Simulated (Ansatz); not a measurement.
# C₄H₈ (SMILES C1CCC1): a rigid scan of the bond length C2–H7

One table from this session's results is given with a row withheld; the runs are named, their logs left out.

Program: Ansatz 0.2.0, Gaussian basis. Level of theory: single points in def2-TZVPP. These are calculated values, not measurements.

Levels: PBE-D4, r2SCAN-D4, PBE0-D4, B3LYP-D4, wB97M-V, Hartree-Fock, MP2, CCSD, CCSD(T). The scan takes 0.961, 1.000, 1.055, 1.120, 1.192, 1.270, 1.352, 1.439, 1.530 Å.

Cores are frozen in the correlated methods. B3LYP uses VWN-RPA correlation.

19 further runs of the same task are left out: 19 set aside as unsound or not needed.

### The system as given

The minimum, relaxed at PBE0-D4: SMILES `C1CCC1`, 12 atoms, charge 0, spin multiplicity 1.

Atoms are counted from 1 here; the program's logs count them from 0.

Bond lengths: C1–C2 1.541 Å, C1–C4 1.541 Å, C1–H5 1.093 Å, C1–H6 1.091 Å, C2–C3 1.541 Å, C2–H7 1.093 Å, C2–H8 1.091 Å, C3–C4 1.541 Å, C3–H9 1.093 Å, C3–H10 1.091 Å, C4–H11 1.093 Å, C4–H12 1.091 Å. Angles: C2–C1–C4 88.3°, C2–C1–H5 111.3°, C2–C1–H6 118.1°, C4–C1–H5 111.3°, C4–C1–H6 118.1°, H5–C1–H6 108.6°, C1–C2–C3 88.3°, C1–C2–H7 111.3°, C1–C2–H8 118.1°, C3–C2–H7 111.3°, C3–C2–H8 118.1°, H7–C2–H8 108.5°, C2–C3–C4 88.3°, C2–C3–H9 111.3°, C2–C3–H10 118.1°, C4–C3–H9 111.3°, C4–C3–H10 118.1°, H9–C3–H10 108.6° and more.

As a file:

```xyz
12
charge 0, multiplicity 1
C    -0.9156    0.2958   -0.4762
C    -0.3571    0.3460    0.9592
C     1.0136   -0.0705    0.3914
C     0.2848   -0.5897   -0.8632
H    -0.8581    1.2746   -0.9584
H    -1.9195   -0.1055   -0.6238
H    -0.7862   -0.4446    1.5795
H    -0.4231    1.2891    1.5042
H     1.6287    0.8023    0.1600
H     1.6153   -0.7767    0.9660
H     0.0413   -1.6507   -0.7697
H     0.7531   -0.4253   -1.8350
```

Energies of the minimum (eV), from earlier single points: PBE-D4 -4273.53602, r2SCAN-D4 -4276.71363, PBE0-D4 -4274.34451, B3LYP-D4 -4279.99345, wB97M-V -4276.97698, CCSD(T) -4269.90647.

At the minimum the bond length C2–H7 is 1.093 Å.

The first run:

File ccsdt-tzvpp/in.yaml:

```yaml
crystal:
  periodic: [false, false, false]
  atoms:
    - {symbol: C, position_ang: [-0.915583, 0.295827, -0.476197]}
    - {symbol: C, position_ang: [-0.357147, 0.345970, 0.959241]}
    - {symbol: C, position_ang: [1.013622, -0.070506, 0.391449]}
    - {symbol: C, position_ang: [0.284808, -0.589691, -0.863193]}
    - {symbol: H, position_ang: [-0.858090, 1.274561, -0.958441]}
    - {symbol: H, position_ang: [-1.919541, -0.105473, -0.623811]}
    - {symbol: H, position_ang: [-0.734529, -0.349381, 1.504761]}
    - {symbol: H, position_ang: [-0.423142, 1.289079, 1.504175]}
    - {symbol: H, position_ang: [1.628711, 0.802348, 0.159981]}
    - {symbol: H, position_ang: [1.615289, -0.776695, 0.965953]}
    - {symbol: H, position_ang: [0.041289, -1.650702, -0.769704]}
    - {symbol: H, position_ang: [0.753094, -0.425311, -1.835021]}
basis:
  gaussian: {orbitals: def2-TZVPP}
correlation: {method: ccsd_t}
```

No record of the launch command was kept for these runs.

Steps of the session up to this table: C2–H7 = 0.961 Å; C2–H7 = 1.000 Å; C2–H7 = 1.055 Å; C2–H7 = 1.120 Å; C2–H7 = 1.192 Å; C2–H7 = 1.270 Å; C2–H7 = 1.352 Å; C2–H7 = 1.439 Å; C2–H7 = 1.530 Å.

One of the session's tables, all rows but one given; the rest of the session is left out.

Energies less that of the minimum at the same level (kcal/mol):

| bond length (Å) | PBE-D4 | PBE0-D4 | B3LYP-D4 | wB97M-V | Hartree-Fock |
| --- | --- | --- | --- | --- | --- |
| 0.961 | 9.1 | 8.4 | 8.2 | 8.2 | 7.7 |
| 1.000 | 4.3 | 3.8 | 3.7 | 3.7 | 3.3 |
| 1.055 | 0.8 | 0.6 | 0.5 | 0.5 | 0.3 |
| 1.093 (minimum) | 0.0 | 0.0 | 0.0 | 0.0 | 0.0 |
| 1.120 | 0.1 | 0.3 | 0.3 | 0.3 | 0.5 |
| 1.192 | 2.5 | 3.2 | 3.1 | 3.3 | 3.9 |
| 1.270 | 7.6 | 8.7 | 8.6 | 8.8 | 10.1 |
| 1.352 | ? | ? | ? | ? | ? |
| 1.439 | 22.4 | 24.9 | 24.2 | 25.3 | 28.1 |
| 1.530 | 31.2 | 34.4 | 33.3 | 35.1 | 38.7 |

**Question.** Estimate the row for bond length (Å) = 1.352.

Worked estimate for «PBE-D4». A straight line through the neighbours (1.270, 7.6) and (1.439, 22.4) gives 7.6 + (22.4 − 7.6) × (1.352 − 1.270) / (1.439 − 1.270) = 14.8; a parabola fitted to 4 rows on both sides gives 14.4.

The run gave: PBE-D4: 14.4; PBE0-D4: 16.1; B3LYP-D4: 15.8; wB97M-V: 16.3; Hartree-Fock: 18.3. In «PBE-D4» the line misses by +0.4 and the parabola by 0.0.

Limits of these values: A polynomial through the near points puts the CCSD(T) minimum 0.001 Å below the PBE0-D4 value.
